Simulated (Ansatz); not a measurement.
A nudged elastic band was laid between two geometries of H3P + H4Si (9 atoms, charge 0, multiplicity 1).

These are results of RKS r2SCAN/def2-mTZVP in Ansatz 0.2.0, not measurements.

| Quantity | Value |
| --- | --- |
| movable images | 5 |
| climbing image | yes |
| spring | 5.0 eV/Å² |
| optimiser | quadratic models (default) |
| start path | through a guess of the saddle point |
| force threshold | 0.05 eV/Å |
| iteration limit | 60 |
| end points | relaxed |

Image 0:

```xyz
9
Properties=species:S:1:pos:R:3
Si 0.640 -0.047 -0.251
H 1.004 -0.037 1.190
H 1.857 0.186 -1.072
H -0.353 1.027 -0.517
H 0.047 -1.364 -0.602
P -3.302 0.229 1.525
H -2.969 -0.641 0.445
H -3.764 -0.843 2.344
H -1.985 0.178 2.071
```

Image 6:

```xyz
9
Properties=species:S:1:pos:R:3
Si -0.605 -0.183 -0.667
H 0.488 0.318 3.303
H 0.614 0.072 0.145
H -0.656 0.804 -1.778
H -0.517 -1.552 -1.247
P -2.417 0.153 0.653
H -3.336 -0.432 -0.268
H -2.250 -1.057 1.391
H -0.145 0.565 3.601
```

Problem. What changes between the two ends?

Solution. Bonds broken: Si1–H2, P6–H9. Bonds formed: Si1–P6, H2–H9. H3P + H4Si becomes H2 + H5PSi.

Problem. What energy profile does the band end with?

Solution. The run converged. The highest image is number 3 of 0 to 6, 2.97 eV above the first end and 2.97 eV above the last; the last end lies 0.00 eV below the first. Neighbouring images differ by up to 2.9 eV, so the band resolves the path poorly. A vibrational analysis at the climbing image gives one clearly imaginary mode, 1526i cm⁻¹: a first-order saddle point. The orbitals stay closed-shell, which can raise the energy where a bond breaks towards radicals; this wasn't checked here.

```json
{"image": "0", "path coordinate (Å)": "0.00", "energy (eV)": "0.00", "Si1–H2 (Å)": "1.49", "P6–H9 (Å)": "1.43", "Si1–P6 (Å)": "4.33"}
{"image": "1", "path coordinate (Å)": "2.04", "energy (eV)": "0.01", "Si1–H2 (Å)": "1.49", "P6–H9 (Å)": "1.42", "Si1–P6 (Å)": "4.58"}
{"image": "2", "path coordinate (Å)": "4.07", "energy (eV)": "0.05", "Si1–H2 (Å)": "1.49", "P6–H9 (Å)": "1.42", "Si1–P6 (Å)": "3.81"}
{"image": "3", "path coordinate (Å)": "6.11", "energy (eV)": "2.97", "Si1–H2 (Å)": "1.72", "P6–H9 (Å)": "1.85", "Si1–P6 (Å)": "2.64"}
{"image": "4", "path coordinate (Å)": "8.16", "energy (eV)": "0.08", "Si1–H2 (Å)": "3.12", "P6–H9 (Å)": "3.13", "Si1–P6 (Å)": "2.28"}
{"image": "5", "path coordinate (Å)": "10.22", "energy (eV)": "0.00", "Si1–H2 (Å)": "4.16", "P6–H9 (Å)": "4.45", "Si1–P6 (Å)": "2.27"}
{"image": "6", "path coordinate (Å)": "12.28", "energy (eV)": "0.00", "Si1–H2 (Å)": "4.15", "P6–H9 (Å)": "3.75", "Si1–P6 (Å)": "2.27"}
```

Problem. What is the geometry of the highest image?

Solution. 
```xyz
9
Properties=species:S:1:pos:R:3
Si -0.144 -0.067 -0.080
H -0.057 -1.085 1.302
H 0.696 0.979 0.537
H -0.931 0.484 -1.236
H 0.638 -1.157 -0.746
P -2.406 0.583 1.108
H -3.163 -0.490 0.551
H -2.458 0.043 2.434
H -1.000 -0.603 1.263
```

Run time: 4.1 min on 2 threads of Arm Neoverse V2 (shared host), peak memory 0.13 GiB.
